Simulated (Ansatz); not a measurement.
# C4H4O2: the cost of one run

Program: Ansatz 0.2.0, Gaussian basis. Level of theory: the settings change from run to run. These are calculated values, not measurements.

**1. The geometry**

An earlier PBE0-D4 in a triple-zeta def2 set relaxation fixed the geometry.

SMILES `O=C1C=CCO1`, 10 atoms, charge 0, spin multiplicity 1.

Atoms are counted from 1 here; the program's logs count them from 0.

Bond lengths: O1–C2 1.193 Å, C2–C3 1.476 Å, C2–O6 1.366 Å, C3–C4 1.327 Å, C3–H7 1.079 Å, C4–C5 1.488 Å, C4–H8 1.082 Å, C5–O6 1.414 Å, C5–H9 1.096 Å, C5–H10 1.096 Å. Angles: O1–C2–C3 130.0°, O1–C2–O6 122.6°, C3–C2–O6 107.4°, C2–C3–C4 108.5°, C2–C3–H7 122.4°, C4–C3–H7 129.1°, C3–C4–C5 108.9°, C3–C4–H8 127.9°, C5–C4–H8 123.3°, C4–C5–O6 105.3°, C4–C5–H9 112.5°, C4–C5–H10 112.5°, O6–C5–H9 109.3°, O6–C5–H10 109.3°, H9–C5–H10 108.0°, C2–O6–C5 109.9°.

**2. RPBE/aug-pcseg-2**

Options: density fitting with cc-pVTZ-jkfit, high accuracy.

Input file in.yaml:

```yaml
crystal:
  periodic: [false, false, false]
  atoms:
    - {symbol: O, position_ang: [-2.240884, -1.168626, 0.430557]}
    - {symbol: C, position_ang: [-1.209888, -0.601392, 0.231574]}
    - {symbol: C, position_ang: [0.145062, -1.143932, 0.010194]}
    - {symbol: C, position_ang: [0.981054, -0.129336, -0.168462]}
    - {symbol: C, position_ang: [0.218045, 1.145230, -0.074104]}
    - {symbol: O, position_ang: [-1.119573, 0.760721, 0.173110]}
    - {symbol: H, position_ang: [0.350299, -2.203329, 0.007154]}
    - {symbol: H, position_ang: [2.045956, -0.171293, -0.354411]}
    - {symbol: H, position_ang: [0.568415, 1.783234, 0.744862]}
    - {symbol: H, position_ang: [0.261515, 1.728723, -1.000473]}
basis:
  gaussian: {orbitals: aug-pcseg-2, fitting: {mean_field: cc-pVTZ-jkfit}}
hamiltonian: {xc: {name: RPBE}}
accuracy: high
```

Launch:

```console
ansatz run in.yaml --threads 4 --pin off --events-out ev --progress --plain --max-ram 10444MiB
```

Q: Estimate wall time and peak memory on 4 threads of Arm Neoverse V1, shared host.

About 7 s, with a peak of 0.54 GiB.
